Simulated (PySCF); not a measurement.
Record of a relaxation.

Compound: phosphaethyne, CHP.
SMILES with atom numbers: `[CH:1]#[P:2]` (hydrogens: H3 on C1)

Method: PBE0-D3(BJ)/def2-SVP geometry optimisation, gas phase (PySCF); density fitting, grid level 1; the optimiser is geomeTRIC in internal coordinates, started from a GFN2-xTB structure with every atom displaced at random (about 0.01 Å). The frame can shift and turn from step to step; on so coarse a grid that alone can change the energy by a few meV, and forces under 0.02 eV/Å are noise.

Step 0: E = -10331.5116 eV, largest atomic force 2.020 eV/Å
```
atom  x, y, z in Å  |  force x, y, z in eV/Å
C1     -0.139    0.058    0.001   -2.003   0.256  -0.038
P2      1.376   -0.054   -0.013    1.451  -0.145   0.007
H3     -1.231    0.172   -0.007    0.552  -0.111   0.032
```

Step 1: E = -10331.4882 eV, largest atomic force 0.652 eV/Å
```
atom  x, y, z in Å  |  force x, y, z in eV/Å
C1     -0.162    0.095   -0.032    0.393  -0.467   0.228
P2      1.375    0.139   -0.122    0.056   0.229  -0.122
H3     -1.198   -0.136    0.135   -0.449   0.238  -0.106
```

Step 2: E = -10331.5182 eV, largest atomic force 0.363 eV/Å
```
atom  x, y, z in Å  |  force x, y, z in eV/Å
C1     -0.152    0.062   -0.015    0.011  -0.321   0.169
P2      1.382    0.153   -0.129   -0.051   0.126  -0.064
H3     -1.214   -0.118    0.125    0.041   0.195  -0.105
```

Step 3: E = -10331.5320 eV, largest atomic force under 0.02 eV/Å
```
atom  x, y, z in Å  |  force x, y, z in eV/Å
C1     -0.146    0.018    0.008    0.016  -0.001   0.001
P2      1.380    0.171   -0.138   -0.012  -0.001   0.001
H3     -1.219   -0.091    0.111   -0.005   0.001  -0.001
```

Step 4: E = -10331.5320 eV, largest atomic force under 0.02 eV/Å
```
atom  x, y, z in Å  |  force x, y, z in eV/Å
C1     -0.146    0.017    0.008    0.000   0.000   0.000
P2      1.380    0.171   -0.138    0.000  -0.001   0.000
H3     -1.219   -0.091    0.110    0.000   0.000  -0.001
```

**Question.** Summarise the path.

**Answer.** The energy falls by 0.47 kcal/mol from step 0 to step 4; nine tenths of that is first reached at step 3. It rises by more than 0.2 meV at step 1. The largest force goes from 2.020 to under 0.02 eV/Å. Among the bonds C1≡P2 changes most, from 1.519 to 1.540 Å; the atoms move by 0.014 Å rms after alignment.

**Question.** Follow the energy, the force and the coordinates that change most from start to end.

**Answer.** 
| step | E above end (kcal/mol) | largest force (eV/Å) | C1≡P2 (Å) | C1–H3 (Å) | P2–C1–H3 (°) |
| --- | --- | --- | --- | --- | --- |
| 0 | 0.47 | 2.020 | 1.519 | 1.099 | 178.0 |
| 1 | 1.01 | 0.652 | 1.540 | 1.075 | 167.7 |
| 2 | 0.32 | 0.363 | 1.541 | 1.086 | 173.0 |
| 3 | 0.00 | under 0.02 | 1.541 | 1.084 | 180.0 |
| 4 | 0.00 | under 0.02 | 1.540 | 1.084 | 180.0 |

The cost below is that of the whole optimisation. Time: 1.8 s; peak memory 0.25 GiB. Hardware: one thread, Arm Neoverse V1 (aarch64) (shared host).
